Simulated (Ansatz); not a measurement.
A reaction path, image by image

Si₂H₅Cl, closed shell, from Si₂H₅Cl ([SiH3][SiH2][Cl]) to a complex of SiHCl ([SiH][Cl]) + SiH₄; PBE0-D4/def2-SVP (Ansatz 0.2.0). Settings:

```yaml
hamiltonian: {xc: pbe0, dispersion: d4}
neb:
  images: 5
  climbing: true
  max_iterations: 40
  initial_path: idpp
```

First end:

Si1  (-0.941, -0.171, -0.616)
Si2  (0.939, 0.072, 0.753)
H3  (-1.067, -1.554, -1.140)
H4  (-2.193, 0.187, 0.098)
Cl5  (-0.754, 1.099, -2.233)
H6  (2.163, -0.274, -0.015)
H7  (1.032, 1.477, 1.228)
H8  (0.821, -0.837, 1.925)
(Å)

Second end:

```tsv
atom	x (Å)	y (Å)	z (Å)
Si1	-1.4925	0.6498	0.2200
Si2	1.0439	-0.3634	0.3925
H3	-0.2153	-0.5243	-0.4908
H4	-2.2561	-0.5030	-0.4137
Cl5	-1.3912	1.8827	-1.4811
H6	1.9889	-1.2105	-0.3871
H7	1.5322	1.0296	0.4396
H8	0.7900	-0.9608	1.7204
```

The ends were relaxed with PBE0-D4 in triple zeta, so they are not quite minima here (largest force components 0.22 and 0.15 eV/Å).

Energies along the converged band: It took 9 iterations. Path lengths are measured after rigid turns and shifts between images are taken out.
| image | path length (Å) | energy (eV) |
| --- | --- | --- |
| 0 | 0.00 | 0.000 |
| 1 | 0.57 | 0.006 |
| 2 | 1.14 | 0.087 |
| 3 | 1.71 | 0.497 |
| 4 | 2.27 | 1.461 |
| 5 (climbing) | 2.84 | 1.993 |
| 6 | 3.62 | 1.883 |
Energies count from the first end.

The images between the ends:
Image 1:
```xyz
8
angstrom
Si -0.9632 -0.1270 -0.6040
Si 0.9597 0.0231 0.7288
H -1.0124 -1.4472 -1.2986
H -2.2164 0.0475 0.1868
Cl -0.8880 1.3667 -2.0482
H 2.1105 -0.5740 -0.0134
H 1.2611 1.4496 1.0499
H 0.7486 -0.7386 1.9986
```

Image 2:
```xyz
8
angstrom
Si -0.9812 -0.0108 -0.5715
Si 0.9757 0.0137 0.7175
H -0.8205 -1.2974 -1.3026
H -2.2654 -0.0630 0.1854
Cl -1.1017 1.5324 -1.9548
H 1.9385 -0.8155 -0.0694
H 1.5878 1.3435 1.0018
H 0.6668 -0.7028 1.9936
```

Image 3:
```xyz
8
angstrom
Si -1.0251 0.1825 -0.4517
Si 0.9941 -0.0117 0.6779
H -0.6061 -1.1018 -1.0477
H -2.3534 -0.1454 0.1304
Cl -1.2240 1.5963 -1.9484
H 1.7870 -0.9184 -0.2161
H 1.7994 1.2013 0.9627
H 0.6281 -0.8029 1.8929
```

Image 4:
```xyz
8
angstrom
Si -1.0906 0.4348 -0.2481
Si 0.9910 -0.1127 0.5853
H -0.4820 -0.8549 -0.7723
H -2.3612 -0.2592 0.0545
Cl -1.2634 1.6415 -1.9182
H 1.7590 -1.0308 -0.3259
H 1.8363 1.0766 0.8266
H 0.6109 -0.8954 1.7980
```

Image 5:
```xyz
8
angstrom
Si -1.2000 0.7137 0.0078
Si 0.9560 -0.2514 0.4625
H -0.3673 -0.6602 -0.5611
H -2.2837 -0.3296 -0.0314
Cl -1.2787 1.6627 -1.8597
H 1.7728 -1.1440 -0.4219
H 1.7868 0.9717 0.6781
H 0.6141 -0.9629 1.7257
```

The band counts as converged below 0.05 eV/Å. The run took about 100 s on 2 CPU threads of an Intel Xeon Platinum 8488C (shared host).
